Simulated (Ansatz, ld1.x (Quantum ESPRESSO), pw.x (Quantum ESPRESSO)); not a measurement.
# osmium: one change to the PAW potential, in the atom and in the bcc crystal

ld1.x (Quantum ESPRESSO) 7.5 input, shortened:

```
&input
   title='Os', zed=76., rel=1, dft='PBESOL', iswitch=3,
   config='[Xe] 4f14 5d6 6s2 6p0'
 /
 &inputp
   pseudotype=3, lpaw=.true., tm=.true., lloc=-1, rcloc=2.75,
   nlcc=.true., new_core_ps=.true.,
   which_augfun='BESSEL', rmatch_augfun=1.65
 /
6
6S  1  0   2.00   0.00  1.95  2.55  0.0
6S  1  0   0.00   2.40  1.95  2.55  0.0
6P  2  1   0.00   0.00  2.10  2.85  0.0
6P  2  1   0.00   4.05  2.10  2.85  0.0
5D  3  2   6.00   0.00  2.00  2.70  0.0
5D  3  2   0.00   0.85  2.00  2.70  0.0
 &test
   configts(1)='5d6 6s2 6p0'
 /
```

Change: waves 5d (bound): rcut 2.00, rcutus 3.04 bohr; 5d channel at 0.85 Ry: rcut 2.00, rcutus 3.04 bohr.

Cutoffs, loose and tight: the cutoffs (Ry, on a coarse ladder) from which the occupation-weighted sum of valence levels, in a spherical-Bessel basis at the reference potential, stays within 10 and 1 mRy of its value at 400 Ry. They do not see the model core or the augmentation charge, which bear on the density cutoff. Test errors are all-electron minus pseudo excitation energies from the reference, over the configurations 5d6 6s1 6p0; 5d6 6s0 6p0; 5d5 6s0 6p0; 5d6 6s1.5 6p0; 5d5 6s2 6p1; 5d6 6s0 6p1; 5d7 6s0 6p0; variants that change the core or the reference have their own tests.

Crystal test: bcc Os in pw.x 7.5, no spin, 15³ k-points, Fermi–Dirac smearing 0.01 Ry, cutoffs set for each file from its atomic test. The reference is all-electron LAPW (Ansatz 0.2.0) with the same functional, mesh and smearing; V0 and B0 come from Birch–Murnaghan fits to the pressures at five volumes. Errors are pseudo minus all-electron; Δ is the rms difference of the E(V) curves that follow from these fits, minima aligned, over ±6 % about the mean V0. Mesh and smearing are coarse, so the numbers serve the comparison and aren't converged zero-temperature values; the lattice is a test structure that the element need not adopt.

All-electron: a0 = 3.063 Å (V0 = 14.37 Å³/atom), B0 = 379.8 GPa.

Question: Does the change bring the crystal closer to the all-electron result?

Answer: The mean pressure error goes from +7.53 to +10.74 GPa, so the change moves the solid further from the all-electron pressures.

```tsv
quantity	base	changed
outcome (atom)	generated	generated
cutoff, loose (atom)	15 Ry	10 Ry
cutoff, tight (atom)	21 Ry	18 Ry
bound ghosts (atom)	none	none
largest test error (meV) (atom)	-44 over the solved tests; 1 of 7 tests not solved or not reliable	-152
cutoffs in pw.x (Ry)	40/320	40/320
a0 (Å)	3.082	3.090
a0 error (%)	+0.61	+0.90
B0 error (%)	+1.3	-2.9
Δ (meV/atom)	22.4	32.1
mean pressure error (GPa)	+7.53	+10.74
```

Base: The largest radius (2.85 bohr) exceeds half the bond length (2.51 bohr), so the spheres overlap, which is one possible source of error among others. This is a poor potential for the solid. Atomic configuration tests: 1 of 7 tests not solved or not reliable. Changed file: The largest radius (3.04 bohr) exceeds half the bond length (2.51 bohr), so the spheres overlap, which is one possible source of error among others. This is a poor potential for the solid. The atomic cutoffs weigh occupied waves only.
